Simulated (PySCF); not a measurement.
Compound: C3H6.
Numbering: `[CH2:1]1[CH2:2][CH2:3]1` (hydrogens: H4, H5 on C1; H6, H7 on C2; H8, H9 on C3)

Method: PySCF, PBE0-D3(BJ)/def2-SVP geometry optimisation, gas phase; density fitting, grid level 1; the optimiser is geomeTRIC in internal coordinates, started from a GFN2-xTB structure.

Step 0: E = -3201.9174 eV
```
atom  x, y, z in Å  |  force x, y, z in eV/Å
C1     -0.7519   -0.4217    0.0161    0.327   0.179  -0.004
C2      0.7396   -0.4264    0.1355   -0.315   0.191  -0.064
C3      0.0167    0.8501   -0.1595   -0.012  -0.374   0.071
H4     -1.3378   -0.5461    0.9141   -0.258  -0.042   0.447
H5     -1.1961   -0.8759   -0.8564   -0.192  -0.207  -0.439
H6      1.1753   -0.5541    1.1147    0.182  -0.043   0.485
H7      1.3146   -0.8820   -0.6560    0.257  -0.214  -0.402
H8     -0.0436    1.5958    0.6183   -0.031   0.339   0.400
H9      0.0966    1.2663   -1.1520    0.043   0.172  -0.494
```

Q: Estimate the geometry and energy of step 1. (The exact step hangs on the optimiser's Hessian estimate; all steps are aligned on step 0, rigid shifts and turns removed.)

A: E = -3201.9396 eV, largest force 0.120 eV/Å
```
atom  x, y, z in Å  |  force x, y, z in eV/Å
C1     -0.7524   -0.4223    0.0161   -0.104  -0.059   0.002
C2      0.7405   -0.4265    0.1353    0.102  -0.059   0.019
C3      0.0164    0.8507   -0.1597    0.002   0.118  -0.021
H4     -1.3451   -0.5477    0.9276    0.022   0.007  -0.026
H5     -1.2025   -0.8818   -0.8695    0.018   0.016   0.025
H6      1.1804   -0.5550    1.1292   -0.019   0.007  -0.029
H7      1.3227   -0.8890   -0.6678   -0.021   0.016   0.022
H8     -0.0446    1.6058    0.6303    0.002  -0.027  -0.021
H9      0.0980    1.2718   -1.1667   -0.002  -0.018   0.029
```

The energy changes by -0.0222 eV. The first-order estimate −F·Δx gives -0.0481 eV and the mean of the old and new forces, exact on a quadratic surface, -0.0226 eV. The step makes an angle of 29° with the force vector and moves no atom by more than 0.016 Å.

What follows is the cost of the whole optimisation. Time: 3.0 s of wall time; peak memory 0.32 GiB. Hardware: Arm Neoverse V1, one thread (shared host).
